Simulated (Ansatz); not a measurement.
CH3ClSi, SMILES `C[Si]Cl` at its PBE0-D4/def2-TZVP geometry, where that method's forces vanish. Charge 0, multiplicity 1.

```xyz
6

C    -0.5428   -0.2497   -0.0673
Si    0.6139    0.5749    1.1750
Cl    2.2316    0.9239   -0.1065
H    -0.7416    0.4276   -0.9058
H    -1.4919   -0.5334    0.3940
H    -0.0693   -1.1434   -0.4894
```

(1) What forces (eV/Å) does B3LYP-D4/def2-TZVPP give on these atoms in Ansatz? (Estimate.)

## Answers

(1) The calculation gave: 
```
C1  -0.101 -0.068 -0.090
Si2 -0.105  0.014  0.222
Cl3  0.220  0.056 -0.141
H4  -0.009 -0.040  0.033
H5   0.035  0.005 -0.038
H6  -0.040  0.032  0.014
```

B3LYP here is the variant with VWN-RPA as its local correlation; programs differ in this.
